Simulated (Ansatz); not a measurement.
A nudged elastic band was laid between two geometries of BH4N + H4Si (11 atoms, charge 0, multiplicity 1).

All numbers below come from RKS PBE-D4/6-31G* in Ansatz.

```
movable images  : 5
climbing image  : yes
spring          : 5.0 eV/Å²
optimiser       : quadratic models (default)
start path      : straight line
force threshold : 0.05 eV/Å
iteration limit : 60
end points      : relaxed
```

Image 0:

```xyz
11
Properties=species:S:1:pos:R:3
B -0.206 -0.760 -0.524
H -0.255 -1.597 0.342
N 0.994 -0.066 -0.722
H 1.835 -0.230 -0.170
H 1.117 0.653 -1.433
H -1.148 -0.498 -1.230
Si 0.413 2.649 1.359
H 0.302 3.886 2.200
H 1.453 2.883 0.304
H -0.908 2.366 0.716
H 0.827 1.502 2.228
```

Image 6:

```xyz
11
Properties=species:S:1:pos:R:3
B 0.358 0.380 -0.271
H -0.290 -0.263 3.145
N 1.525 -0.009 -0.937
H 1.780 -0.983 -1.098
H 2.208 0.648 -1.312
H -0.375 -0.497 0.123
Si -0.055 2.346 -0.015
H -0.144 2.721 1.441
H 0.998 3.237 -0.630
H -1.372 2.735 -0.633
H -0.207 0.474 3.259
```

Q: Which bonds break or form, and what moves?

A: Bonds broken: B1–H2, Si7–H11. Bonds formed: B1–Si7, H2–H11. BH4N + H4Si becomes BH6NSi + H2.

Q: What energy profile does the band end with?

A: The forces met the threshold. The highest image is number 3 of 0 to 6, 1.42 eV above the first end and 1.10 eV above the last; the last end lies 0.32 eV above the first. Neighbouring images differ by up to 1.2 eV, so the band resolves the path poorly. Another band between the same ends (5 images) ends at a top of the same energy, where a vibrational analysis finds 1 clearly imaginary mode. The orbitals stay closed-shell, which can raise the energy where a bond breaks towards radicals; this wasn't checked here.

| image | path coordinate (Å) | energy (eV) | B1–H2 (Å) | Si7–H11 (Å) | B1–Si7 (Å) |
| --- | --- | --- | --- | --- | --- |
| 0 | 0.00 | 0.00 | 1.21 | 1.50 | 3.94 |
| 1 | 1.70 | 0.03 | 1.21 | 1.50 | 3.69 |
| 2 | 3.40 | 0.22 | 1.21 | 1.50 | 3.02 |
| 3 | 5.11 | 1.42 | 1.32 | 2.04 | 2.08 |
| 4 | 6.54 | 0.48 | 2.40 | 2.88 | 2.03 |
| 5 | 7.98 | 0.35 | 3.06 | 3.51 | 2.03 |
| 6 | 9.42 | 0.32 | 3.54 | 3.77 | 2.03 |

Q: What is the geometry of the highest image?

A: 
```xyz
11
Properties=species:S:1:pos:R:3:forces:R:3
B 0.250 0.274 0.172 -0.01 -0.04 0.03
H -0.087 -0.524 1.166 0.01 0.03 -0.04
N 1.680 0.020 -0.154 0.02 -0.01 -0.02
H 1.836 -0.904 -0.566 -0.01 -0.01 0.00
H 2.065 0.702 -0.810 0.01 0.01 0.01
H -0.759 0.028 -0.468 0.01 0.00 0.01
Si -0.088 2.289 0.557 -0.01 0.03 -0.01
H 0.745 2.912 1.642 0.00 0.00 0.01
H 0.316 2.938 -0.737 0.00 0.00 0.00
H -1.529 2.606 0.831 0.00 0.00 0.00
H -0.005 0.447 1.436 0.00 -0.01 0.01
```

Time of the run: 3.8 min on 1 thread of Arm Neoverse V1 (shared host), peak memory 0.13 GiB.
